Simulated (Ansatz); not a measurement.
The cluster Al₂H₂ was relaxed with PBE-D4 (def2-TZVP) in Ansatz in these states: charge +1 doublet, neutral quintet, neutral singlet, neutral triplet. The geometries follow in no particular order.

A:

```xyz
4

Al    0.6188   -0.6328    0.9611
Al    0.2011    0.8783   -0.9462
H    -0.6576    0.6632    0.6695
H    -0.1623   -0.9087   -0.6844
```

B:

```csv
atom,x (Å),y (Å),z (Å)
Al1,0.884,0.599,0.763
Al2,-0.883,-0.612,-0.752
H3,0.871,-0.456,-0.651
H4,-0.871,0.469,0.641
```

C:

```xyz
4

Al    0.181    0.201    1.254
Al   -0.179   -0.200   -1.254
H    -0.362    1.132   -0.129
H     0.359   -1.132    0.129
```

D:

Cartesian coordinates in Å:
```
Al -0.850 -1.148 -0.070
Al 0.859 1.141 0.063
H -0.484 0.417 -0.948
H 0.476 -0.411 0.955
```

Q: Judge from the bond lengths which geometry belongs to which state (an estimate).

A: A is the neutral singlet (Al1–Al2 2.469 Å); B is the neutral triplet (Al1–Al2 2.624 Å); C is the neutral quintet (Al1–Al2 2.566 Å); D is the charge +1 doublet (Al1–Al2 2.860 Å).
